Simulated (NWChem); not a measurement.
**Which level was it?**

AlH3Cl− has 5 atoms, charge -1, and is taken as a singlet. SMILES: `[AlH3-][Cl]`. Geometry: a GFN2-xTB relaxation, a rough one for these elements and not checked as a minimum.

```xyz
5

Al    0.1092   -0.0004   -0.0825
Cl   -1.5627   -0.0021    1.1843
H     0.2261    1.4785   -0.7042
H    -0.1602   -1.1064   -1.2183
H     1.3877   -0.3695    0.8207
```

A calculation with NWChem 7.3.0 gave:

```
total energy  : -703.2755 Eh
HOMO energy   : -5.48 eV
LUMO energy   : 7.96 eV
HOMO–LUMO gap : 13.44 eV
largest force : 2.098 eV/Å
```

Problem. Which of these levels gave the numbers?
A. HF/def2-TZVP
B. PBE0/def2-SVP
C. B3LYP/def2-SVP
D. HF/pcseg-1

Solution. A. The others give -704.3489 Eh (B3LYP/def2-SVP), -704.0361 Eh (PBE0/def2-SVP), -703.2021 Eh (HF/pcseg-1).
